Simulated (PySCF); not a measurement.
Gas-phase reaction: 5 SiF₄ + 2 SiCl = SiCl₂F₂ + 6 SiF₃

Energies from PySCF, thermal terms from the rigid-rotor harmonic-oscillator model, ideal gas at 1 bar. † marks an energy on the PBE0/def2-TZVP geometry and frequencies; other levels use their own. CCSD(T) freezes the core. Open shells (unrestricted): SiCl (multiplicity 2, electronic degeneracy 4), SiF₃ (multiplicity 2); the rest are closed-shell singlets. Spin-orbit splitting is ignored; it lowers the true energy and changes the entropy of SiCl. CCSD(T) isn't extrapolated to the basis-set limit; its ΔH°(298 K) is 663.3 kJ in def2-SVP and 657.0 kJ in def2-TZVPP. The harmonic model lacks anharmonicity and excited electronic states, which grow with temperature; levels with a mode under 35 cm⁻¹ are left out.

```tsv
level	ΔE electronic, kJ	ΔH°(298 K), kJ	ΔS°(298 K), J/K	ΔG°(2500 K), kJ
CCSD(T)/def2-SVP†	674	663	124	360
PBE/def2-SVP	544	534	126	227
PBE/def2-TZVP†	534	524	124	221
PBE0/def2-SVP†	587	577	124	274
ωB97M-V/def2-TZVP†	667	657	124	353
ωB97X-V/def2-TZVP†	621	610	124	307
```
ΔH° is lowest at PBE/def2-TZVP† and highest at CCSD(T)/def2-SVP†. No reference value is set beside these.
